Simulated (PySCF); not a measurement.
**Ar: ionisation energy**

Ar [Ar] (1S) → Ar⁺ [Ne] 3s2 3p5 (2P), as a difference of total energies. Calculation: PySCF 2.14, in cc-pVDZ-DK (4s3p1d, 18 functions); the spin-free X2C one-electron Hamiltonian (Gaussian nucleus). Correlated levels: valence: [Ne] frozen. The calculations carry no spin-orbit coupling.

```json
{"method": "UHF", "ionisation energy (eV)": "14.659", "error (eV)": "-1.160"}
{"method": "MN15", "ionisation energy (eV)": "15.776", "error (eV)": "-0.043"}
{"method": "LDA", "ionisation energy (eV)": "15.952", "error (eV)": "+0.133"}
{"method": "MP2 (valence)", "ionisation energy (eV)": "15.416", "error (eV)": "-0.403"}
{"method": "SCS-MP2 (valence)", "ionisation energy (eV)": "15.326", "error (eV)": "-0.493"}
{"method": "CCSD (valence)", "ionisation energy (eV)": "15.276", "error (eV)": "-0.543"}
{"method": "CCSD(T) (valence)", "ionisation energy (eV)": "15.277", "error (eV)": "-0.542"}
```

Reference: 15.819 eV (measured; NIST levels, between the centres of gravity of the two terms).

Errors of the correlated levels include the incompleteness of this basis and the frozen core.
